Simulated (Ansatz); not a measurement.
Steps of a relaxation of `COC(C)=N` with RKS PBE-D4/def2-SVP.

```sh
$ ansatz run in.yaml --threads 4 --pin off --events-out ev --progress --plain --max-ram 10444MiB
```

```yaml
crystal:
  periodic: [false, false, false]
  atoms:
    - {symbol: C, position_ang: [-1.510400, 0.867400, 0.796100]}
    - {symbol: O, position_ang: [-0.645200, -0.186400, 0.702300]}
    - {symbol: C, position_ang: [0.279600, -0.087800, -0.263600]}
    - {symbol: C, position_ang: [1.299600, -1.261300, -0.259900]}
    - {symbol: N, position_ang: [0.420700, 0.913400, -1.060700]}
    - {symbol: H, position_ang: [-2.269900, 0.712500, 1.585500]}
    - {symbol: H, position_ang: [-1.003200, 1.840200, 1.035400]}
    - {symbol: H, position_ang: [-2.078100, 1.033600, -0.158300]}
    - {symbol: H, position_ang: [1.848000, -1.239600, 0.687200]}
    - {symbol: H, position_ang: [1.878100, -1.250400, -1.111300]}
    - {symbol: H, position_ang: [0.626100, -2.192500, -0.258500]}
    - {symbol: H, position_ang: [1.231800, 0.795700, -1.660200]}
basis:
  gaussian: {orbitals: def2-SVP}
hamiltonian: {xc: pbe, dispersion: d4}
relax: {f_tol: 0.03, max_steps: 200}
```

Positions (Å) and forces (eV/Å) along the path, 7 of 7 steps:

```xyz
12
step=1 energy=-6748.4345 eV
C    -1.510    0.867    0.796   -1.703    2.259   -0.160
O    -0.645   -0.186    0.702    0.826   -1.234   -0.102
C     0.280   -0.088   -0.264    2.739   -0.329   -1.095
C     1.300   -1.261   -0.260   -4.422   -0.563    2.568
N     0.421    0.913   -1.061   -1.495    0.310    0.926
H    -2.270    0.713    1.585    0.172   -0.457    0.157
H    -1.003    1.840    1.035    0.042   -0.309   -0.192
H    -2.078    1.034   -0.158    0.267   -0.002    0.188
H     1.848   -1.240    0.687    0.411   -0.131    0.225
H     1.878   -1.250   -1.111    1.840    0.090   -2.318
H     0.626   -2.192   -0.259    1.000    0.579    0.065
H     1.232    0.796   -1.660    0.323   -0.213   -0.261
12
step=2 energy=-6748.7589 eV
C    -1.523    0.888    0.784   -0.908    1.105    0.050
O    -0.619   -0.170    0.694    0.387   -0.440    0.244
C     0.345   -0.048   -0.236    0.729   -0.838   -0.970
C     1.262   -1.284   -0.237   -1.352    0.189    0.726
N     0.400    0.947   -1.048   -0.353    0.047    0.529
H    -2.265    0.661    1.577    0.177   -0.172   -0.033
H    -1.021    1.853    1.033    0.023   -0.151   -0.056
H    -2.067    1.058   -0.175    0.132   -0.075    0.064
H     1.852   -1.297    0.697    0.254   -0.021   -0.002
H     1.883   -1.275   -1.124    0.620   -0.015   -0.490
H     0.650   -2.225   -0.228    0.166    0.408   -0.030
H     1.181    0.834   -1.701    0.125   -0.039   -0.031
12
step=3 energy=-6748.8251 eV
C    -1.531    0.908    0.784   -0.210    0.212    0.077
O    -0.619   -0.175    0.683   -0.043   -0.193    0.019
C     0.324   -0.083   -0.285    0.360    0.072    0.145
C     1.245   -1.291   -0.231    0.022    0.204   -0.297
N     0.388    0.954   -1.038   -0.023   -0.189   -0.029
H    -2.232    0.656    1.607    0.097   -0.004   -0.096
H    -1.008    1.863    1.007    0.032   -0.045    0.003
H    -2.090    1.062   -0.163    0.021   -0.048    0.003
H     1.822   -1.302    0.718   -0.017    0.085   -0.069
H     1.945   -1.279   -1.097   -0.112   -0.037    0.248
H     0.660   -2.228   -0.249   -0.084   -0.062   -0.033
H     1.171    0.859   -1.701   -0.042    0.005    0.030
12
step=4 energy=-6748.8204 eV rejected
C    -1.521    0.897    0.779   -0.067   -0.028    0.124
O    -0.575   -0.170    0.707   -0.296    0.251   -0.087
C     0.351   -0.057   -0.276    0.171   -0.575    0.524
C     1.234   -1.279   -0.237    0.036    0.027   -0.105
N     0.397    0.962   -1.036   -0.136    0.418   -0.200
H    -2.200    0.639    1.614   -0.014    0.047   -0.019
H    -1.020    1.869    0.969    0.010   -0.012    0.002
H    -2.091    0.996   -0.169    0.030   -0.020    0.021
H     1.793   -1.312    0.721    0.029    0.010   -0.034
H     1.940   -1.282   -1.086    0.030   -0.087    0.032
H     0.592   -2.182   -0.261    0.084   -0.058   -0.060
H     1.177    0.864   -1.692    0.122    0.025   -0.197
12
step=5 energy=-6748.8340 eV
C    -1.533    0.909    0.784    0.007    0.009   -0.007
O    -0.608   -0.174    0.697    0.035    0.007   -0.017
C     0.345   -0.071   -0.266   -0.058   -0.057    0.010
C     1.244   -1.285   -0.236    0.037    0.066   -0.024
N     0.387    0.952   -1.037    0.006   -0.001   -0.002
H    -2.230    0.653    1.604    0.016    0.000   -0.011
H    -1.012    1.865    1.001    0.003   -0.008    0.000
H    -2.085    1.042   -0.170    0.009   -0.007    0.005
H     1.821   -1.305    0.711   -0.002   -0.012   -0.004
H     1.950   -1.286   -1.089   -0.049    0.011    0.056
H     0.634   -2.210   -0.261   -0.006   -0.024   -0.005
H     1.164    0.855   -1.704    0.002    0.015   -0.001
12
step=6 energy=-6748.8343 eV
C    -1.531    0.912    0.786    0.010   -0.009   -0.008
O    -0.608   -0.173    0.697    0.045   -0.007   -0.017
C     0.341   -0.075   -0.269   -0.064   -0.028    0.003
C     1.245   -1.284   -0.235    0.019    0.069   -0.003
N     0.376    0.943   -1.047    0.010    0.003    0.036
H    -2.232    0.651    1.601    0.004    0.004   -0.009
H    -1.008    1.865    1.013    0.011    0.000   -0.003
H    -2.076    1.052   -0.170   -0.003   -0.004    0.001
H     1.811   -1.308    0.719    0.005   -0.007    0.007
H     1.960   -1.276   -1.079   -0.024    0.003    0.028
H     0.642   -2.212   -0.272   -0.016   -0.029   -0.009
H     1.157    0.849   -1.711    0.004    0.004   -0.025
12
step=7 energy=-6748.8348 eV
C    -1.527    0.912    0.787    0.002   -0.006    0.003
O    -0.608   -0.175    0.698    0.004    0.003    0.002
C     0.337   -0.077   -0.271   -0.003   -0.004    0.014
C     1.245   -1.283   -0.233   -0.011    0.008    0.001
N     0.372    0.941   -1.048   -0.007   -0.003    0.004
H    -2.228    0.654    1.602   -0.006    0.004    0.002
H    -1.002    1.863    1.012    0.003    0.002   -0.005
H    -2.073    1.052   -0.169   -0.005    0.001    0.000
H     1.800   -1.312    0.727   -0.001    0.000    0.004
H     1.968   -1.264   -1.068    0.011   -0.004   -0.008
H     0.645   -2.213   -0.285    0.002   -0.006   -0.006
H     1.148    0.846   -1.717    0.010    0.006   -0.012
```

Hardware: 4 threads of an Intel Xeon Platinum 8259CL on a shared host. Wall time 14 s, peak host memory 0.16 GiB.
